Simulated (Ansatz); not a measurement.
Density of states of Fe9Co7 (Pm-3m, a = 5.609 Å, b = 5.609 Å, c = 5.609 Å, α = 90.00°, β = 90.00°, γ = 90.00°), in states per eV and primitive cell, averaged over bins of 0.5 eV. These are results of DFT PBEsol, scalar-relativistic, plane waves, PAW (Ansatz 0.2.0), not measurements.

Settings: cutoff 420 eV, Γ-centred mesh 6×6×6 on the computed 16-atom cell, Gaussian smearing of 0.10 eV; collinear spin from starting moments 3.01 3.01 3.01 3.01 3.01 3.01 3.01 3.01 2.65 2 2 2 2 2 2 2 μB.

The cell is relaxed at this level. The states (both spins) are summed by tetrahedra on a 9×9×9 mesh at the self-consistent density. Energies are bin centres; the table starts no lower than −8 eV and ends at 6 eV, or lower where the solved bands end.

It is a metal at this level.

```
E − E_F (eV) total Fe 3d down Co 3d down Fe 3d up Co 3d up Fe 4s up Co 4s up Fe 4s down
       -7.80   1.36        0.01        0.00      0.02      0.01      0.37      0.29        0.33
       -7.30   1.84        0.01        0.01      0.04      0.03      0.51      0.40        0.42
       -6.80   2.30        0.03        0.02      0.10      0.06      0.59      0.47        0.52
       -6.30   3.09        0.06        0.04      0.29      0.19      0.79      0.64        0.54
       -5.80   5.79        0.12        0.09      1.50      0.92      0.89      0.88        0.68
       -5.30  12.50        0.22        0.18      4.94      3.62      1.17      0.86        0.70
       -4.80  14.81        0.51        0.44      6.15      4.67      0.72      0.40        0.84
       -4.30  18.25        1.46        1.33      7.52      5.54      0.12      0.04        1.11
       -3.80  24.81        2.33        2.39      9.59      7.89      0.22      0.14        1.02
       -3.30  30.00        3.88        4.17     10.51      8.46      0.54      0.43        0.63
       -2.80  14.85        2.65        3.80      4.05      3.00      0.27      0.19        0.08
       -2.30  33.61        7.67        9.83      7.44      7.11      0.12      0.08        0.10
       -1.80  50.20        7.61        9.22     15.46     15.47      0.14      0.15        0.45
       -1.30  31.38        5.64        6.75     11.01      5.57      0.27      0.24        0.42
       -0.80  15.79        2.24        2.42      5.74      3.91      0.27      0.26        0.11
       -0.30   6.40        1.55        1.03      1.73      0.90      0.41      0.32        0.02
        0.20  16.76        9.23        4.83      0.77      0.45      0.51      0.33        0.09
        0.70  28.00       12.81       12.33      0.60      0.38      0.52      0.36        0.06
        1.20  18.07       10.37        4.85      0.46      0.31      0.53      0.38        0.12
        1.70  17.51       12.21        2.69      0.34      0.23      0.47      0.34        0.17
        2.20   5.61        2.39        0.66      0.24      0.17      0.37      0.27        0.34
        2.70   5.32        1.67        0.49      0.22      0.15      0.41      0.30        0.55
        3.20   4.32        1.02        0.37      0.15      0.10      0.30      0.23        0.47
        3.70   3.91        0.72        0.28      0.12      0.09      0.29      0.22        0.39
        4.20   3.67        0.56        0.23      0.08      0.06      0.20      0.16        0.38
        4.70   2.69        0.36        0.16      0.05      0.04      0.10      0.08        0.30
        5.20   2.82        0.29        0.13      0.04      0.03      0.13      0.10        0.26
        5.70   1.93        0.17        0.08      0.02      0.02      0.08      0.07        0.13
```

The columns after the total are the main Löwdin projections on the occupied valence shells of the potentials; 4 others are left out. The rest of the total lies in those, in shells that are empty in the free atom, which aren't projected, and between the atoms.

Only parallel moments were tried here.

Only this magnetic start was tried.

Whether Fe9Co7 exists in this form wasn't checked.

Cost: 1 run of about 3 core-minutes, on Intel Xeon 6975P-C (Granite Rapids) (shared hosts).